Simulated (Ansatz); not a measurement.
The first iterations of a band of AlH5OS (8 atoms, charge 0, multiplicity 1).

Level of theory: Ansatz, RKS B3LYP/def2-SVP.

* movable images: 5
* climbing image: yes
* spring: 5.0 eV/Å²
* optimiser: quadratic models (default)
* start path: through a guess of the saddle point
* force threshold: 0.05 eV/Å
* iteration limit: 60
* end points: relaxed

Image 0:

```xyz
8
Properties=species:S:1:pos:R:3
Al -0.026 0.027 0.245
O -0.231 -0.607 1.846
H -1.049 -1.026 2.129
H 1.472 0.071 -0.274
H -1.280 0.045 -0.733
S -0.044 2.599 1.098
H 1.300 2.674 1.238
H -0.211 2.090 2.342
```

Image 6:

```xyz
8
Properties=species:S:1:pos:R:3
Al 0.085 0.512 0.137
O -0.275 -0.138 2.026
H -1.069 -0.670 2.195
H 1.520 -0.056 -0.215
H -1.244 0.021 -0.583
S -0.013 2.671 0.823
H 1.318 2.807 1.031
H -0.391 0.726 2.476
```

| iteration | highest image above the first end (eV) | largest band force component (eV/Å) |
| --- | --- | --- |
| 1 | 1.870 | 5.932 |
| 2 | 0.837 | 2.457 |
| 3 | 0.427 | 1.116 |
| 4 | 0.277 | 0.932 |

Does the band converge within its limit, and where does its top end?

The forces met the threshold. It ended after 12 iterations with the highest image 0.195 eV above the first end. A vibrational analysis at the climbing image gives one clearly imaginary mode, 849i cm⁻¹: a first-order saddle point. The orbitals stay closed-shell, which can raise the energy where a bond breaks towards radicals; this wasn't checked here.

The run took 63 s on 1 thread of AMD EPYC 9R45 96-Core Processor (Zen 5), with other jobs on the host, peak memory 0.18 GiB.
